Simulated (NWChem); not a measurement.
Molecule: ethylamine (C$_{2}$H$_{7}$N); SMILES CCN

```xyz
10

C      0.2599    -1.2361    -0.0315
C     -0.5555     0.0424     0.0220
N      0.3032     1.2074    -0.0817
H     -0.3865    -2.1265    -0.0048
H      0.8663    -1.2666    -0.9493
H      0.9499    -1.3026     0.8263
H     -1.1931     0.0241     0.9335
H     -1.2549     0.0585    -0.8317
H     -0.2493     2.0621    -0.0738
H      0.9183     1.2617     0.7291
```
Atoms are numbered in this order, from 1.

Structure relaxed at the PBE0/def2-SVP level.

List the 4 lowest vertical singlet excitations from PBE/6-31G* (spherical d), full TDDFT (NWChem).


| state | energy (eV) | oscillator strength | leading excitation (squared amplitude) |
|---|---|---|---|
| S1 | 6.71 | 0.013 | HOMO → LUMO (0.99) |
| S2 | 7.91 | 0.004 | HOMO → LUMO+1 (0.97) |
| S3 | 8.03 | 0.018 | HOMO → LUMO+2 (0.98) |
| S4 | 8.82 | 0.091 | HOMO → LUMO+3 (0.95) |
